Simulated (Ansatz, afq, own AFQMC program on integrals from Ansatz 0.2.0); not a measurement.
NH₄⁺, singlet in 6-31G, levels against full CI

```yaml
atoms:
  - { symbol: N, position_ang: [0.0780, -0.0781, 0.0787] }
  - { symbol: H, position_ang: [0.6684, 0.5142, 0.6689] }
  - { symbol: H, position_ang: [-0.5149, -0.6663, 0.6704] }
  - { symbol: H, position_ang: [-1.9072, 1.9092, -1.9243] }
  - { symbol: H, position_ang: [0.6696, -0.6718, -0.5089] }
```

Basis 6-31G. Noble-gas cores (and the filled d shells of Ga–Kr and In–Xe) are frozen. Integrals, coupled cluster, full CI and functionals: Ansatz 0.2.0; the random walks run on the same integrals in our own AFQMC program. The CISD trial takes its coefficients from CCSD amplitudes. Released means that phaseless walkers are propagated on without the constraint, phases kept. Uncertainties: one standard error, sampling alone.

Determinant: UHF, the one that the program's search chose, which needn't be the lowest solution. The geometry is a point of a scan.

Full CI on the same integrals is exact in this basis and with this determinant's frozen core.

Cautions: unrestricted determinant spin contaminated (⟨S²⟩ 1.00 against 0.00); the CCSDT(Q) amplitudes may be one of several solutions (largest double 0.53); the CCSDTQ amplitudes may be one of several solutions (largest double 0.81); the released energies move by 1.5 errors or more from one time to the next, so no released level is given (meV from the phaseless value at times in 1/Eh: -6 ± 3 at 0.24, -11 ± 3 at 0.51, -11.1 ± 1.9 at 0.99, -9 ± 3 at 1.62, -17 ± 4 at 2.40), though the last usable value meets full CI within the noise; the next higher spin lies close (full CI puts it 35 meV above).

The T1 diagnostic is 0.0095. The weight of the determinant in the CISD state is 0.957, the ⟨S²⟩ of the determinant is 1.004 and the size of the correlated space is 8 electrons in 16 orbitals.

Reference: full CI, correlation energy -2.891 eV. The cautions show a poor starting determinant, so the rows tell how each method copes with it here, and full CI is the sure value.

```
        level  E − E(reference) (kJ/mol)  share of correlation (%)
           HF                      279.0                      0.00
          MP2                       48.1                     82.75
         CCSD                        4.7                     98.32
      CCSD(T)                        2.4                     99.13
        CCSDT                        1.1                     99.61
     CCSDT(Q)                        0.2                     99.91
       CCSDTQ                        0.1                     99.95
ph-AFQMC/CISD                  1.8 ± 0.3                     99.34
```

CCSDT and higher add their correlation energy to the determinant of the CCSD(T) run, since their own runs factorise the integrals more tightly (a shift of under 2 meV). A walk keeps the symmetry of its determinant, which the program's search chose and which needn't be the lowest solution, so a lower state of the same spin and another symmetry isn't excluded.
